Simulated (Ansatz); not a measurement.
Basis-set series for C4H7FO (`C=COC(C)F`). Charge 0, multiplicity 1. The structure was optimised at the PBE0-D4/def2-TZVP level. It is one conformer, not always the lowest.

```tsv
functional	basis	functions	energy (Eh)	HOMO (eV)	LUMO (eV)
PBE0-D4	def2-SVP	119	-331.07328	-7.03	0.80
PBE0-D4	def2-QZVPP	552	-331.47345	-7.13	0.45
ωB97M-V	def2-SVP	119	-331.29531	-9.29	3.06
ωB97M-V	def2-QZVPP	552	-331.70913	-9.40	2.05
```

Question: Give the rows for def2-TZVPP. (An estimate is asked.)

Answer: The calculation gave: 
```json
{"functional": "PBE0-D4", "basis": "def2-TZVPP", "functions": "284", "energy (Eh)": "-331.45566", "HOMO (eV)": "-7.10", "LUMO (eV)": "0.55"}
{"functional": "ωB97M-V", "basis": "def2-TZVPP", "functions": "284", "energy (Eh)": "-331.69204", "HOMO (eV)": "-9.38", "LUMO (eV)": "2.65"}
```

Positive LUMOs are unbound and depend on the basis.

Computed with Ansatz.
